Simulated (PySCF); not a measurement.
3-chloropropionitrile, C3H4ClN.
SMILES with atom numbers: `[N:1]#[C:2][CH2:3][CH2:4][Cl:5]` (hydrogens: H6, H7 on C3; H8, H9 on C4)

A GFN2-xTB structure was refined with PBE0-D3(BJ)/def2-TZVP geometry optimisation, gas phase in PySCF 2.14.0. Its GFN2-xTB values:

```tsv
coordinate	GFN2-xTB
N1≡C2	1.142 Å
C2–C3	1.443 Å
C3–C4	1.526 Å
C3–H6	1.093 Å
C4–Cl5	1.787 Å
C4–H8	1.090 Å
N1–C2–C3	179.4°
C2–C3–C4	110.1°
C3–C4–Cl5	109.9°
```

**Question.** How do these coordinates change at the PBE0-D3(BJ)/def2-TZVP level?

**Answer.** 
```tsv
coordinate	PBE0-D3(BJ)/def2-TZVP (Å or °)	change
C4–Cl5	1.775	-0.012
C2–C3	1.454	+0.011
N1≡C2	1.149	+0.007
C3–C4	1.522	-0.004
C4–H8	1.088	-0.002
C3–H6	1.092	-0.001
C2–C3–C4	110.8	+0.7
N1–C2–C3	178.7	-0.7
C3–C4–Cl5	110.0	+0.1
```

The energy falls by 0.009 eV over 7 energy and gradient evaluations, the largest force component goes from 0.0150 to 3.1e-04 Eh/bohr, and the atoms move by 0.011 Å rms after alignment. Among the bonds, C2–C3 and C4–Cl5 change most and about equally (-0.012 to +0.011 Å). Bonds longer at the end by more than 0.005 Å: 2 of 8; shorter: 1. Rotational constants go from 27214, 1521, 1468 to 27383, 1517, 1464 MHz.

The run used 185 basis functions and 51 SCF cycles in all. The run took 46 s wall on one thread of an Arm Neoverse V2, on a shared host, and the process peaked at 0.77 GiB of memory.

Whether it is a minimum is left open (no frequencies). The numbers are those of one conformer.

Shape of the structure used: `[N:1]#[C:2][CH2:3][CH2:4][Cl:5]`: C2–C3–C4–Cl5 180°.
